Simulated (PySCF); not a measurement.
Na(Cl) cation (ClNa), SMILES [Na][Cl] (connectivity only; charge and spin as stated), charge +1, multiplicity 2.

Coordinates come from a PBE0-D3(BJ)/def2-TZVPD optimisation. The spin state was assumed, not searched.

Two levels are set side by side: PBE/def2-TZVPD (PySCF) and B3LYP/def2-TZVPD (PySCF). Same geometry, gas phase. Differences are taken from unrounded values.

| quantity | PBE |
|---|---|
| α-spin orbital gap (eV) | 6.89 |
| β-spin orbital gap (eV) | 0.39 |

Task: These are the PBE values. What does B3LYP give? (An estimate is asked for; the answer gives what the named calculation found.)

Result: 
| quantity | B3LYP | PBE minus B3LYP |
|---|---|---|
| α-spin orbital gap (eV) | 8.33 | -1.43 |
| β-spin orbital gap (eV) | 2.59 | -2.20 |

Rough cost on one machine, each run with all the roots and properties that it gave: B3LYP against PBE within a factor of 2.
